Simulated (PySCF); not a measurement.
C2H5, SMILES [CH2]C, multiplicity 2.

Geometry optimised at r2SCAN-D4/def2-TZVP. The isomer is the one that the SMILES or the coordinates give; other isomers of the formula were not compared.

Calculation: r2SCAN-D4/def2-TZVP run with PySCF.

No scaling factor is applied to the harmonic values.

Computed normal modes with their intensities:
```json
[
 {"mode": "1", "ν (cm⁻¹)": "120", "IR (km/mol)": "0.0", "moving atoms (share of kinetic energy)": "H 100 %"},
 {"mode": "2", "ν (cm⁻¹)": "502", "IR (km/mol)": "56.1", "moving atoms (share of kinetic energy)": "H 82 %, C 18 %"},
 {"mode": "3", "ν (cm⁻¹)": "812", "IR (km/mol)": "2.1", "moving atoms (share of kinetic energy)": "H 96 %"},
 {"mode": "4", "ν (cm⁻¹)": "977", "IR (km/mol)": "0.5", "moving atoms (share of kinetic energy)": "H 73 %, C 27 %"},
 {"mode": "5", "ν (cm⁻¹)": "1074", "IR (km/mol)": "0.1", "moving atoms (share of kinetic energy)": "C 76 %, H 24 %"},
 {"mode": "6", "ν (cm⁻¹)": "1192", "IR (km/mol)": "2.5", "moving atoms (share of kinetic energy)": "H 65 %, C 35 %"},
 {"mode": "7", "ν (cm⁻¹)": "1389", "IR (km/mol)": "2.1", "moving atoms (share of kinetic energy)": "H 83 %, C 17 %"},
 {"mode": "8", "ν (cm⁻¹)": "1462", "IR (km/mol)": "2.8", "moving atoms (share of kinetic energy)": "H 90 %, C 10 %"},
 {"mode": "9", "ν (cm⁻¹)": "1476", "IR (km/mol)": "3.8", "moving atoms (share of kinetic energy)": "H 89 %, C 11 %"},
 {"mode": "10", "ν (cm⁻¹)": "1478", "IR (km/mol)": "6.1", "moving atoms (share of kinetic energy)": "H 97 %"},
 {"mode": "11", "ν (cm⁻¹)": "2956", "IR (km/mol)": "28.3", "moving atoms (share of kinetic energy)": "H 95 %"},
 {"mode": "12", "ν (cm⁻¹)": "3049", "IR (km/mol)": "23.4", "moving atoms (share of kinetic energy)": "H 94 %"},
 {"mode": "13", "ν (cm⁻¹)": "3097", "IR (km/mol)": "20.3", "moving atoms (share of kinetic energy)": "H 91 %, C 9 %"},
 {"mode": "14", "ν (cm⁻¹)": "3147", "IR (km/mol)": "17.3", "moving atoms (share of kinetic energy)": "H 96 %"},
 {"mode": "15", "ν (cm⁻¹)": "3249", "IR (km/mol)": "14.5", "moving atoms (share of kinetic energy)": "H 89 %, C 11 %"}
]
```
